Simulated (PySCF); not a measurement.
Vertical excitation energies

Compound: C5H9P.
Numbering: `[CH:1]#[C:2][PH:3][CH:4]([CH3:5])[CH3:6]` (hydrogens: H7 on C1; H8 on P3; H9 on C4; H10, H11, H12 on C5; H13, H14, H15 on C6)

Theory: TDDFT PBE0/def2-SVPD, vertical, gas phase, core orbitals frozen in the response in PySCF. Isolated species at its GFN2-xTB geometry (one conformer only). Torsions of this conformer, `[CH:1]#[C:2][PH:3][CH:4]([CH3:5])[CH3:6]`: C2–P3–C4–C5 -50°.

Task: What does the calculation give for the low-lying excited states?

Result: 

```csv
state,E (eV),λ (nm),ν̃ (cm⁻¹),f,|μ| (D),"main configurations (H = HOMO, L = LUMO)"
S1,5.35,231.6,43180,0.017,0.93,H→L (90%)
S2,6.05,205.1,48760,0.040,1.33,"H→L+1 (69%), H-1→L (26%)"
S3,6.56,189.1,52890,0.030,1.09,"H-1→L+1 (48%), H→L+2 (21%), H-1→L (10%)"
S4,6.63,187.0,53470,0.012,0.70,"H→L+2 (63%), H-1→L+1 (19%)"
S5,6.82,181.8,54990,0.038,1.21,"H→L+3 (54%), H-1→L (10%), H-1→L+1 (10%)"
S6,7.08,175.0,57140,0.039,1.21,"H-2→L (67%), H→L+4 (9%)"
S7,7.34,169.0,59180,0.284,3.19,"H-1→L (30%), H→L+3 (25%), H-2→L+1 (13%)"
S8,7.41,167.4,59740,0.016,0.77,"H→L+4 (77%), H-2→L (11%)"
```

Triplets (Tamm–Dancoff): T1 4.68 eV, H→L (78%), H→L+1 (10%); T2 4.86 eV, H→L+1 (55%), H→L (14%), H-1→L (12%); T3 5.25 eV, H-1→L (57%), H→L+1 (23%).

The lowest singlet comes at 232 nm (517 kJ/mol) in the ultraviolet; it is weak; its leading configuration is HOMO→LUMO (90%). The strongest level in the table is S7 at 7.34 eV (169 nm, f = 0.284). Löwdin shares by element: HOMO phosphorus 44%, carbon 43% or more; LUMO carbon 51% or more, phosphorus 25% (atoms not listed hold the other 24%). The oscillator strengths of these states sum to 0.477; summed over the whole spectrum of an exact calculation they would give the number of electrons, 54 (Thomas–Reiche–Kuhn). Weighted by f, the mean energy of these states is 7.03 eV. The listed states span 2.05 eV, and the widest gap between neighbours is 0.69 eV (S1 to S2). Singlets were solved by full linear response, triplets in the Tamm–Dancoff approximation.

On Arm Neoverse V2, one thread, shared host with 32 logical CPUs at a one-minute load of 23, this took 25 s and 0.79 GiB of memory at its peak.
